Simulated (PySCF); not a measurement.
## SiH4

The system: SiH4, a small molecule; neutral, singlet. The structure was relaxed in the gas phase by PBE0-D3(BJ)/def2-SVP. No frequency run checks that it is a minimum.

SMILES: [SiH4]

Coordinates in Å:
```
Si1     0.009   -0.003    0.003
H2     -0.283   -0.952   -1.113
H3     -0.741    1.270   -0.214
H4      1.474    0.283    0.039
H5     -0.408   -0.616    1.298
```

Shieldings: GIAO PBE0/pcSseg-2. Shifts are against computed references at the same level: H TMS (σ 31.24 ppm), Si TMS (σ 341.3 ppm). Core levels by delta-SCF with SCAN, pcX-2 on the ionised atom and pcseg-1 elsewhere, spin-free X2C (2p3/2 is the spin-free 2p value less a third of a first-order spin-orbit splitting); from the vacuum level, for chosen atoms.

Problem. Give the shieldings and core levels atom by atom.

Solution. 
```json
{"atoms": "Si1", "bonded to": "4 H", "σ (ppm)": "447.1", "δ (ppm)": "-105.8", "core level (eV)": "2p3/2 107.17"}
{"atoms": "H2 H3 H4 H5", "bonded to": "1 Si", "σ (ppm)": "27.67", "δ (ppm)": "3.57", "core level (eV)": "-"}
```

Values are those of this one static structure; atoms that internal rotation interchanges would show their mean in an NMR spectrum.

Problem. By CAM-B3LYP/def2-SVPD (TDDFT singlets, Tamm-Dancoff triplets, ionisation by delta-SCF), where does absorption start, and what does vertical ionisation take?

Solution. The lowest singlet lies at 9.26 eV (f 0.001), the strongest of the first 6 at 9.28 eV (f 0.149), the lowest triplet at 8.49 eV; vertical ionisation takes 12.66 eV.
